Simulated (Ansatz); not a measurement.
A run of Ansatz (development build ahead of 0.2.0) on singlet LiF at this shape:

```json
{"atom": "Li", "x (Å)": "0.0000", "y (Å)": "0.0000", "z (Å)": "-1.0570"}
{"atom": "F", "x (Å)": "0.0000", "y (Å)": "0.0000", "z (Å)": "0.3523"}
```

Its results:

```yaml
Converged: yes
Reference_energy: -106.93200 hartree
Correlation_energy: -0.20598 hartree
Total_energy: -107.13798 hartree
Spin_squared_of_the_determinant: 0.000
```

Task: Which input gives this output? Name the method, the orbitals and the basis set, and write the input.

Result: RHF-MP2 in cc-pVDZ. An unrestricted run that stays on the closed shell gives the same numbers.

```yaml
crystal:
  periodic: [false, false, false]
  atoms:
    - { symbol: Li, position_ang: [0.0, 0.0, -1.05704] }
    - { symbol: F, position_ang: [0.0, 0.0, 0.35235] }
basis:
  gaussian: { orbitals: cc-pVDZ }
hamiltonian:
  xc: hf
correlation:
  method: mp2
  frozen_orbitals: { F: 1, Li: 0 }
```
